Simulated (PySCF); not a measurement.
Delta-SCF ions had no search for a lower state. Excitations are Tamm–Dancoff values on a coarser integration grid. The basis has no diffuse functions, so Rydberg states are missing or too high.

**F4Si, SMILES `F[Si](F)(F)F` (charge 0, multiplicity 1)**

The numbers are results of PySCF with TPSSh-D3(BJ)/def2-TZVP // PBE0-D3(BJ)/def2-TZVP, not measurements.

HOMO: -11.59 eV
dipole moment: 0.00 D
HOMO–LUMO gap: 11.72 eV
LUMO: 0.13 eV
S1 excitation (TDA): 11.02 eV
S1 oscillator strength: 0.000
brightest of the four lowest singlets (TDA): 12.22 eV
vertical ionisation energy (Delta-SCF): 14.86 eV
total energy: -689.3305 Ha
cost: roughly 3 core-minutes

```xyz
5

F      1.4558    -0.2285     0.5172
Si     0.0000     0.0000     0.0000
F     -0.0653     1.3429    -0.7947
F     -0.9797     0.0656     1.2145
F     -0.4108    -1.1800    -0.9370
```
Charge 0, spin multiplicity 1.
